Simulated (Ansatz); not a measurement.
A made-up structure of CH$_{6}$AlSi (charge -1), singlet:

```
9
angstrom
C -0.8082 1.2603 -0.7177
Al 0.5087 -0.2220 -0.4391
Si 0.9481 -1.2565 1.6484
H -0.3025 2.2227 -0.8675
H -1.4058 1.0779 -1.6206
H 1.7449 -0.6843 2.6751
H 1.5392 -0.2437 -1.7089
H 1.4391 -2.6596 1.3326
H -0.4182 -1.5493 2.2498
```

It is relaxed with PBE-D4/def2-SVPD and then PBE0-D4/def2-TZVPD (Ansatz 0.2.0). Atoms count as bonded within 1.22 times the sum of their covalent radii (H–H: 0.88 Å). The end point is not checked to be a true minimum.

**Question.** Does its bonding change? (A judgement: the text doesn't fix the answer.)

**Answer.** Computed: No: no bond forms or breaks.

Where it ends: The first stage lowers the energy by 1.89 eV in 23 steps. It ends as CH₆AlSi ([CH2][AlH][SiH3]), total charge -1:
```
9
angstrom
C -0.2943 1.4021 -0.8865
Al 0.2393 -0.3417 -0.7064
Si 0.8452 -1.2302 1.5296
H -0.3627 2.0922 -0.0435
H -0.5790 1.8766 -1.8279
H 0.7346 -0.2445 2.6615
H 0.3773 -1.4499 -1.8821
H 2.2518 -1.7572 1.6814
H 0.0328 -2.4020 2.0259
```

Labels in which every atom is bracketed show which atoms are joined, not bond orders.

For scale, one of the runs: PBE0-D4/def2-TZVPD relaxation, 177 basis functions, launched by `ansatz run in.yaml --threads 2 --pin off --events-out ev --progress --plain --max-ram 4352MiB`. Hardware: 2 CPU threads of an Arm Neoverse V2, shared host. Wall time about 19 s.
